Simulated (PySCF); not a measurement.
**Working out the ionisation energy of C**

C [He] 2s2 2p2 (3P) → C⁺ [He] 2s2 2p1 (2P). All numbers are calculated (PySCF 2.14, no relativity, point nucleus, in dyall-av3z (15s9p3d2f, 71 functions)). Frozen: 1s2; the 14 highest virtual orbitals dropped. Energies in hartree (1 hartree = 27.21139 eV):

| part | C (lower) | C⁺ (upper) |
| --- | --- | --- |
| UHF | -37.693634 | -37.296689 |
| CCSD correlation | -0.089408 | -0.076404 |
| (T) | -0.002238 | -0.001188 |

Q: What does Hartree-Fock give?

A: (-37.296689) − (-37.693634) = 0.396945 hartree = 10.801 eV.

Q: What do CCSD and CCSD(T) give?

A: The CCSD correlation energies differ by 0.013004 hartree = 0.354 eV and the triples by 0.001050 hartree = 0.029 eV, so CCSD gives 11.155 eV and CCSD(T) 11.184 eV.

Measured between the centres of the two terms (NIST): 11.262 eV, so CCSD(T) (valence) is off by -0.078 eV.

What remains against the reference includes basis incompleteness, the frozen core and higher excitations.
